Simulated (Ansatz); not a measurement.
**N₂H₂+ (doublet): wave-function methods side by side, def2-QZVPP**

The task here is to estimate one member of a computed series from the others.

Method: def2-QZVPP, core rule «outside noble gas», up to 2 orbitals frozen; program: Ansatz 0.2.0, Gaussian basis.

Plan: UHF; ROHF; CCSD(T) on UHF.

2 further runs of the same task are left out: 2 set aside as unsound or not needed.

### The system

The geometry is a PBE0/def2-TZVP stationary point (not a proven minimum) of the parent state, kept for this charge and spin.

4 atoms, charge 1, spin multiplicity 2.

Atoms are counted from 1 here; the program's logs count them from 0.

Bond lengths: N1–N2 1.204 Å, N1–H3 1.044 Å, N1–H4 1.044 Å. Angles: N2–N1–H3 124.0°, N2–N1–H4 124.0°, H3–N1–H4 112.0°.

The first run:

in.yaml reads:

```yaml
crystal:
  periodic: [false, false, false]
  atoms:
    - {symbol: N, position_ang: [0.000000, 0.000000, 0.522211]}
    - {symbol: N, position_ang: [0.000000, 0.000000, -0.681356]}
    - {symbol: H, position_ang: [0.000000, 0.865113, 1.105769]}
    - {symbol: H, position_ang: [0.000000, -0.865113, 1.105769]}
basis:
  gaussian: {orbitals: "def2-QZVPP.json"}
total_charge: 1
magnetization: {spin_polarized: true, initial_magnetization: 1}
hamiltonian: {xc: hf}
output: {orbitals: {seedname: orbitals}}
```

Run with:

```console
$ ansatz run in.yaml --threads 1 --pin off --events-out ev --progress --plain --max-ram 2393MiB
```

Steps of the session up to this table: UHF; ROHF; CCSD(T) on UHF.

One table of the session follows, with a row left open; its other results are not shown here.

```
  method  from UCCSD(T) (kcal/mol)
    ROHF                   +261.03
     UHF                   +254.01
    UMP2                    +29.36
   UCCSD                         ?
UCCSD(T)                         0
```

Q: Estimate the row for UCCSD from the others.

As computed: from UCCSD(T) (kcal/mol): +10.76. In the column «from UCCSD(T) (kcal/mol)» it lies between UCCSD(T) (0) and UMP2 (+29.36).
